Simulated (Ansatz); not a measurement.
This Ansatz (an electronic-structure program) input (MP2/cc-pV5Z) gives -238.12343 Eh with 328 basis functions. A basis named .json is the Basis Set Exchange file of that set (core-valence sets with the plain set on hydrogen).

Ansatz 0.2 input:
```yaml
crystal:
  periodic: [false, false, false]
  atoms:
    - {symbol: C, position_ang: [-0.14705728, -0.01302798, 0.65292698]}
    - {symbol: F, position_ang: [0.01653730, 1.14223575, -0.25159314]}
    - {symbol: F, position_ang: [-0.01718667, -1.12927050, -0.30451251]}
    - {symbol: H, position_ang: [0.88818797, -0.03851944, 1.08738899]}
basis:
  gaussian:
    orbitals: cc-pV5Z
total_charge: -1
magnetization: {spin_polarized: false}
correlation: {method: mp2, electrons: outside_noble_gas}
```

Change:
```diff
- orbitals: cc-pV5Z
+ orbitals: pcseg-4.json
```

### Question
What does the run give now?

### Answer
-238.11862 Eh (MP2/pcseg-4, 364 functions), a change of +4.81 mEh.
